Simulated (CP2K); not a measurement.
# NClO (nitrosyl chloride): GFN1-xTB

What is the energy change on altering one bond length of NClO (nitrosyl chloride) at GFN1-xTB? 

The results are computed with CP2K 2026.2.

7 further runs of the same task are left out: 7 that didn't finish.

## (1) Starting point

The species is NClO (3 atoms), meant as a singlet with charge 0. SMILES: `O=NCl`. The shape is that of a PBE0-D4/def2-TZVP optimisation.

Bond lengths: O1–N2 1.127 Å, N2–Cl3 1.944 Å. Angles: O1–N2–Cl3 113.9°.

## (2) A single-point energy at GFN1-xTB

The input, molecule.inp:

```
&FORCE_EVAL
    METHOD Quickstep
    &DFT
        CHARGE 0
        MULTIPLICITY 1
        # Quickstep
        &QS
            METHOD XTB
            EPS_DEFAULT 1.0E-10
            &XTB
                GFN_TYPE 1
                CHECK_ATOMIC_CHARGES F
            &END
        &END
        &POISSON
            PERIODIC NONE
            POISSON_SOLVER ANALYTIC
        &END
        # SCF settings
        &SCF
            SCF_GUESS ATOMIC
            EPS_SCF 1.0E-06
            MAX_SCF 150
            ADDED_MOS 8
            &DIAGONALIZATION
                ALGORITHM STANDARD
            &END
            &MIXING
                METHOD BROYDEN_MIXING
                ALPHA 0.4
                NBUFFER 8
            &END
            &SMEAR ON
                METHOD FERMI_DIRAC
                ELECTRONIC_TEMPERATURE [K] 300
            &END
        &END
        # extra output
        &PRINT
            &MOMENTS
                PERIODIC F
                REFERENCE COM
                MAX_MOMENT 1
            &END
            &MO ON
                ENERGIES T
                OCCUPATION_NUMBERS T
                NDIGITS 6
                &EACH
                    QS_SCF 0
                &END
                ADD_LAST NUMERIC
            &END
            &HIRSHFELD OFF
            &END
        &END
    &END
    # structure
    &SUBSYS
        &CELL
            ABC [angstrom] 12.1 11.5 11
            PERIODIC NONE
        &END
        &COORD
            O      1.000080    -0.338330     0.513880
            N      0.052050    -0.599550    -0.035840
            Cl    -1.052130     0.937900    -0.478040
        &END
        &TOPOLOGY
            &CENTER_COORDINATES
            &END
        &END
    &END
&END

&GLOBAL
    PROJECT_NAME molecule
    RUN_TYPE ENERGY
    PRINT_LEVEL MEDIUM
&END
```

The run is started by

```
OMP_NUM_THREADS=1 cp2k.psmp -i molecule.inp -o molecule.out
```

Output, cut to the lines that bear on the results:

```text
CP2K| version string:                                       CP2K version 2026.2
[...]
 GLOBAL| Method name                                                        CP2K
[...]
 GLOBAL| Run type                                                         ENERGY
[...]
                             - Atoms:                                          3
[...]
                             - Spherical basis functions:                     17
[...]
 Number of electrons:                                                         18
[...]
     1 NoMix/Diag. 0.40E+00    0.0     0.69546488       -11.9447199889 -1.19E+01
[...]
    15 Broy./Diag. 0.40E+00    0.0     0.00000041       -12.0126007362 -1.51E-07
  *** SCF run converged in    15 steps ***
[...]
  Fermi energy:                                                -0.41862751524099
[...]
 TB_DIPOLE| Moment [Debye]         -0.43991733      -1.04561020      -0.35450202
 TB_DIPOLE| Derivative [a.u.]       0.00000000       0.00000000       0.00000000
[...]
 ENERGY| Total FORCE_EVAL ( QS ) energy [hartree]            -12.012600736196305
[...]
```

It took 0.94 s on 1 thread of Intel Xeon 6975P-C (Granite Rapids), shared host; peak memory 0.19 GiB.

## (3) The distorted shape

The input, calc.inp:

```
&GLOBAL
 PROJECT calc
 RUN_TYPE ENERGY
 PRINT_LEVEL MEDIUM
&END GLOBAL

&FORCE_EVAL
 METHOD QUICKSTEP
 &DFT
  CHARGE 0
  MULTIPLICITY 1
  &QS
   METHOD XTB
   EPS_DEFAULT 1.0E-10
   &XTB
    GFN_TYPE 1
    CHECK_ATOMIC_CHARGES F
   &END XTB
  &END QS
  &POISSON
   PERIODIC NONE
   POISSON_SOLVER ANALYTIC
  &END POISSON
  &SCF
   SCF_GUESS ATOMIC
   EPS_SCF 1.0E-06
   MAX_SCF 40
   &OT ON
    MINIMIZER CG
    PRECONDITIONER FULL_SINGLE_INVERSE
   &END OT
   &OUTER_SCF
    EPS_SCF 1.0E-06
    MAX_SCF 10
   &END OUTER_SCF
  &END SCF
  &PRINT
   &MOMENTS
    PERIODIC F
    REFERENCE COM
    MAX_MOMENT 1
   &END MOMENTS
   &MO_CUBES
    NLUMO 3
    NHOMO -1
    WRITE_CUBE F
   &END MO_CUBES
   &HIRSHFELD OFF
   &END HIRSHFELD
  &END PRINT
 &END DFT
 &SUBSYS
  &CELL
   ABC [angstrom] 13.4 13.4 11.5
   PERIODIC NONE
  &END CELL
  &COORD
   O      2.325071    -2.183235     1.044510
   N      1.377041    -2.444455     0.494790
   Cl    -1.052130     0.937900    -0.478040
  &END COORD
  &TOPOLOGY
   &CENTER_COORDINATES
   &END CENTER_COORDINATES
  &END TOPOLOGY
 &END SUBSYS
&END FORCE_EVAL
```

The run is started by

```
OMP_NUM_THREADS=1 cp2k.psmp -i calc.inp > calc.out 2>&1
```

Output, cut to the lines that bear on the results:

```text
CP2K| version string:                                       CP2K version 2026.2
[...]
 GLOBAL| Method name                                                        CP2K
[...]
 GLOBAL| Run type                                                         ENERGY
[...]
                             - Atoms:                                          3
[...]
                             - Spherical basis functions:                     17
[...]
 Number of electrons:                                                         18
[...]
     1 OT CG       0.80E-01    0.0     0.18488490       -11.7261771855 -1.17E+01
[...]
    37 OT CG       0.81E-01    0.0     0.00000074       -11.9107764641 -7.14E-12
  *** SCF run converged in    37 steps ***
[...]
 TB_DIPOLE| Moment [Debye]          2.12544524      -3.82123863       0.75851377
 TB_DIPOLE| Derivative [a.u.]       0.00000000       0.00000000       0.00000000
[...]
 ENERGY| Total FORCE_EVAL ( QS ) energy [hartree]            -11.910776464106434
[...]
```

It took 3.3 s on 1 thread of Intel Xeon 6975P-C (Granite Rapids), shared host; peak memory 0.19 GiB.

## (4) Results

Level: GFN1-xTB.

| quantity | value |
| --- | --- |
| first shape: total energy | -12.01260 Eh |
| first shape: dipole moment (from atomic charges alone) | 1.19 D |
| first shape: HOMO energy | -12.66 eV |
| first shape: LUMO energy | -10.50 eV |
| first shape: HOMO–LUMO gap | 2.16 eV |
| first shape: dispersion energy | -1.39 kJ/mol |
| distorted shape: total energy | -11.91078 Eh |
| distorted shape: dipole moment (from atomic charges alone) | 4.44 D |
| distorted shape: HOMO energy | -12.01 eV |
| distorted shape: dispersion energy | -0.88 kJ/mol |
| energy change with the N2–Cl3 bond stretched from 1.944 to 4.276 Å | 2.771 eV |

One bond (distorted shape) is far stretched, which a spin-restricted single reference describes badly. With the N2–Cl3 bond stretched from 1.944 to 4.276 Å the energy rises by 2.77 eV (64 kcal/mol). The first shape isn't relaxed at this level, so the change isn't measured from a minimum. A restricted reference can't describe the breaking bond well at this length. The dipole (first shape) comes from point charges on the atoms alone, without atomic dipoles, so it is partial. The dipole (distorted shape) comes from point charges on the atoms alone, without atomic dipoles, so it is partial.
